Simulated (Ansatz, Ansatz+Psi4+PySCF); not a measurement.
```xyz
7

C    -0.6821    0.0000   -0.0164
B     0.8721    0.0000   -0.0209
H    -1.1459   -0.8961   -0.4361
H    -0.9487    0.0001    1.0570
H    -1.1455    0.8961   -0.4364
H     1.4861    1.0244    0.0093
H     1.4865   -1.0242    0.0091
```

Basis set: cc-pVTZ (spherical functions). Correlated methods keep 2 orbitals frozen. Charge 0, multiplicity 1.

Computed with Ansatz (development build ahead of 0.2.0); each method stands on the lowest determinant of its kind that the runs found. Restricted open shells among the atoms or ions are ROHF, correlated in semicanonical orbitals with singles.

Problem. Give the atomization energy at this shape (free ground-state atoms in the same class of orbitals less the molecule, no zero-point energy) of singlet CH₅B by RHF-MP2, RHF.

Solution.

```json
{"method": "RHF-MP2", "atomization energy": "577.90 kcal/mol"}
{"method": "RHF", "atomization energy": "472.16 kcal/mol"}
```
